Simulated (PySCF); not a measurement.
Compound: 1,1-dichlorocyclopropane, C₃H₄Cl₂.
Atom-mapped SMILES: `[Cl:1][C:2]1([Cl:3])[CH2:4][CH2:5]1` (hydrogens: H6, H7 on C4; H8, H9 on C5)

Cartesian coordinates in Å at the PBE0-D3(BJ)/def2-SVP level; atoms count from 1:
```xyz
9
C3H4Cl2 angstrom
Cl     1.1618   -1.4765    1.2894
C      0.7170   -0.1183    0.2658
Cl     2.0640    0.9599   -0.0732
C     -0.2983   -0.3382   -0.8014
C     -0.6401    0.4743    0.4256
H     -0.1452    0.1893   -1.7461
H     -0.7147   -1.3447   -0.8888
H     -0.7210    1.5592    0.3230
H     -1.2908    0.0256    1.1801
```

Computed with PySCF at PBE0/pcSseg-1 and CAM-B3LYP/def2-SVPD, non-relativistic, on one gas-phase PBE0-D3(BJ)/def2-SVP geometry that isn't relaxed in the solvent. The solvent is an IEF-PCM continuum (cavity from Bondi-type radii × 1.2). Specific hydrogen bonds and non-electrostatic terms are outside this model.

Gas phase at PBE0/pcSseg-1: HOMO -7.97 eV, LUMO 0.19 eV, dipole 2.20 D.

Problem. What does the continuum do to the energy, the frontier levels and the dipole at PBE0/pcSseg-1 in tetrahydrofuran and acetonitrile?

Solution. 
```tsv
solvent	ε	E(solvent) − E(gas) (kJ/mol)	polarisation term (kJ/mol)	distortion of the solute (kJ/mol)	HOMO (eV)	LUMO (eV)	dipole (D)
tetrahydrofuran	7.426	-9.58	-10.85	1.27	-7.94	0.18	2.73
acetonitrile	35.69	-11.47	-13.28	1.81	-7.94	0.17	2.84
```

The first energy column is the sum of the next two and covers electrostatics alone. From tetrahydrofuran to acetonitrile the lowering changes by a factor 1.20, Onsager's factor (ε − 1)/(2ε + 1) by 1.18 and ε itself by 4.8.

Problem. Which radius a makes the point-dipole formula ΔE = −[(ε − 1)/(2ε + 1)]·μ²/a³ give the value in acetonitrile, with the gas-phase dipole?

Solution. μ = 0.867 au and |ΔE| = 0.00437 Eh give a = 2.30 Å; the farthest nucleus lies 2.27 Å from the centroid of the nuclei. The formula assumes a rigid point dipole at the centre of a sphere.

Problem. Which IAO charges (PBE0/pcSseg-1) respond most in acetonitrile (means over atoms taken as equivalent)?

Solution. 
```tsv
atoms	environment	gas (e)	solvent (e)	change
Cl1/Cl3	alkyl chlorine	-0.051	-0.065	-0.014
H6/H7/H8/H9	methylene hydrogen	+0.167	+0.175	+0.008
C2	CCl2 carbon	0.000	-0.007	-0.007
C4/C5	three-membered-ring carbon	-0.281	-0.282	-0.001
```

Problem. Which Mayer bond orders change most in acetonitrile?

Solution. 
```
  bond  length (Å)    gas  solvent  change
Cl1–C2       1.758  1.041    1.019  -0.022
C2–Cl3       1.758  1.041    1.019  -0.022
 C4–H6       1.093  0.945    0.941  -0.004
 C4–H7       1.093  0.945    0.941  -0.004
 C5–H8       1.093  0.945    0.941  -0.004
 C5–H9       1.093  0.945    0.941  -0.004
 C2–C4       1.489  0.891    0.894  +0.003
 C4–C5       1.511  0.946    0.943  -0.003
```

Problem. How do the nuclear quadrupole coupling constants eQVzz/h respond in acetonitrile?

Solution. 
```
    nucleus  Q (barn)  gas (MHz)  solvent (MHz)  η gas  η solvent
35Cl at Cl1   -0.0817     -80.45         -78.52   0.04       0.04
35Cl at Cl3   -0.0817     -80.45         -78.54   0.04       0.04
```

Gas phase at CAM-B3LYP/def2-SVPD: HOMO -9.39 eV, LUMO 1.03 eV, dipole 2.25 D.

Problem. What does the continuum do to the energy, the frontier levels and the dipole at CAM-B3LYP/def2-SVPD in tetrahydrofuran and acetonitrile?

Solution. 
| solvent | ε | E(solvent) − E(gas) (kJ/mol) | polarisation term (kJ/mol) | distortion of the solute (kJ/mol) | HOMO (eV) | LUMO (eV) | dipole (D) |
| --- | --- | --- | --- | --- | --- | --- | --- |
| tetrahydrofuran | 7.426 | -10.20 | -11.71 | 1.51 | -9.34 | 1.02 | 2.88 |
| acetonitrile | 35.69 | -12.22 | -14.45 | 2.23 | -9.34 | 1.01 | 3.02 |

Problem. How does the static polarisability (CAM-B3LYP/def2-SVPD, frozen core, with the continuum's full static response) change?

Solution. 
```json
{"medium": "gas", "isotropic (au)": "61.8", "principal values (au)": "54.1, 64.3, 67.1", "⟨r²⟩ of the electrons (bohr²)": "629.4"}
{"medium": "tetrahydrofuran", "isotropic (au)": "79.0", "principal values (au)": "70.1, 81.6, 85.3", "⟨r²⟩ of the electrons (bohr²)": "629.1"}
{"medium": "acetonitrile", "isotropic (au)": "83.4", "principal values (au)": "74.7, 85.7, 89.7", "⟨r²⟩ of the electrons (bohr²)": "629.1"}
```

The isotropic value in acetonitrile is 1.35 times the gas-phase one; no cavity-field correction is applied. ⟨r²⟩ is taken about the centre of nuclear charge.
